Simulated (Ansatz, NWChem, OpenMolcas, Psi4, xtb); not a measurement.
Loss of H2: C2H3F → C2HF + H2

Species: C2H3F `C=CF`, singlet; C2HF (fluoroacetylene) `C#CF`, singlet; H2 (hydrogen), singlet. 

Shapes, held fixed at every level: PBE0-D4/def2-TZVP. Programs: Ansatz 0.2.0, NWChem 7.3.0, OpenMolcas 26.06, Psi4 1.11, xtb 6.7.1. A level may come from different programs for different species; with the same settings they agree closely. The zero-point and thermal change to 298 K, harmonic and unscaled (PBE0-D4/def2-TZVP), is -27.0 kJ/mol.

Problem. Estimate ΔH(298 K) of this reaction.

Solution. The highest level, CCSD(T)/CBS estimate, gives ΔH(298 K) = +249.6 kJ/mol; the levels span +213.7 to +281.8. The column of differences is taken from that level and isn't an error. No measured value is set beside it here. The CBS estimate extrapolates MP2 from def2-TZVPP and def2-QZVPP and adds CCSD(T) − MP2 in the triple-zeta set, cores frozen; for H2 it overshoots the exact energy by about 1 mEh.

```tsv
level	kind	ΔH(298 K) (kJ/mol)	less CCSD(T)/CBS estimate
GFN2-xTB	semi-empirical	+213.7	-35.9
HF/def2-SVP	Hartree–Fock	+264.6	+15.0
SPW92/def2-TZVPP	LDA	+281.8	+32.2
B3LYP/6-31G* (Cartesian functions)	global hybrid	+256.8	+7.2
BHLYP-D4/def2-TZVPP	global hybrid	+266.2	+16.6
B2PLYP/def2-TZVPP	double hybrid	+245.8	-3.8
MP2/def2-TZVPP	perturbation theory	+240.8	-8.8
CCSD(T)/def2-SVP	coupled cluster or CI	+248.9	-0.7
CCSD(T)/CBS estimate	coupled cluster or CI	+249.6	0.0
```
